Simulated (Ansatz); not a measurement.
**HAlGa, doublet: vertical spin and charge gaps**

Geometry (PBE0/def2-TZVP stationary point for this spin, not checked as a minimum):

```yaml
atoms:
  - { symbol: Al, position_ang: [0.0000, 0.0000, 0.3496] }
  - { symbol: Ga, position_ang: [0.0000, 0.0000, -2.3209] }
  - { symbol: H, position_ang: [0.0000, 0.0000, 1.9714] }
```

Basis 6-31G (Cartesian d functions); Ansatz 0.2.0. Correlated methods freeze the noble-gas cores and the filled d shells of p-block atoms. R marks a restricted (for open shells ROHF) determinant. Active spaces: valence = (7e, 9o) chosen from the atoms' valence shells. No spin–orbit coupling is included, and no scalar relativity.

Gaps are energies of the second state less the first, at fixed atoms, for a selection of the levels run; each method lands on the state that its own search finds for that charge and spin.

For open shells CISD and CISDTQ are restricted-active-space CI with the open shells as a complete middle space.

Quartet less doublet: 0.783 eV at full CI (doublet B1, quartet A2, in C2v).

```json
{"level": "RHF", "gap (eV)": "0.841", "error (meV)": "58"}
{"level": "RMP2", "gap (eV)": "0.694", "error (meV)": "-89"}
{"level": "CISD", "gap (eV)": "0.782", "error (meV)": "-1"}
{"level": "BCCD(T)", "gap (eV)": "0.794", "error (meV)": "11"}
{"level": "RCCSDT(Q)", "gap (eV)": "0.786", "error (meV)": "3"}
{"level": "CASSCF (valence space)", "gap (eV)": "0.739", "error (meV)": "-44"}
{"level": "MRCISD (valence space)", "gap (eV)": "0.782", "error (meV)": "-1"}
{"level": "B3LYP", "gap (eV)": "1.209", "error (meV)": "426"}
{"level": "B2PLYP", "gap (eV)": "1.107", "error (meV)": "324"}
{"level": "RPA-PBE", "gap (eV)": "0.963", "error (meV)": "180"}
```

Question: PBE gives 7.556 eV for removing an electron, to the triplet. Estimate what full CI gives in 6-31G.

Answer: Full CI in 6-31G gives 7.004 eV, so against it PBE is off by 0.552 eV.

| level | gap (eV) | error (meV) |
| --- | --- | --- |
| RHF | 6.747 | -257 |
| RMP2 | 6.978 | -26 |
| CISD | 6.959 | -45 |
| RCCSD | 7.001 | -3 |
| RCCSD(T) | 7.003 | -1 |
| BCCD(T) | 6.999 | -5 |
| RCCSDT | 7.002 | -2 |
| CISDTQ | 7.000 | -4 |
| RCCSDT(Q) | 7.003 | -1 |
| CASSCF (valence space) | 6.751 | -253 |
| NEVPT2 (valence space) | 6.920 | -84 |
| MRCISD (valence space) | 6.994 | -10 |
| MRCISD+Q (valence space) | 7.003 | -1 |
| r2SCAN | 7.469 | 465 |
| PBE0 | 7.566 | 562 |
| B3LYP | 7.678 | 674 |
| wB97M-V | 7.673 | 669 |
| B2PLYP | 7.406 | 402 |
| RPA-PBE | 7.188 | 184 |

Question: PBE gives 6.182 eV for removing an electron, to the singlet. Estimate what full CI gives in 6-31G.

Answer: Full CI in 6-31G gives 5.527 eV, so against it PBE is off by 0.655 eV.

```tsv
level	gap (eV)	error (meV)
RHF	5.370	-157
CISD	5.475	-52
RCCSD(T)	5.511	-16
BCCD(T)	5.511	-16
CISDTQ	5.524	-3
RCCSDT(Q)	5.526	-1
CASSCF (valence space)	5.253	-274
MRCISD+Q (valence space)	5.526	-1
B3LYP	6.087	560
RPA-PBE	5.650	123
```

In so small a basis the reference is far from its limit while semilocal and hybrid functionals are nearer theirs (RPA and double hybrids share much of the reference's basis error), so the functionals' errors here hold much of the reference's basis and frozen-core error, which can add to them or hide them.

Full CI is exact within this basis and frozen core; it isn't the basis-set limit.
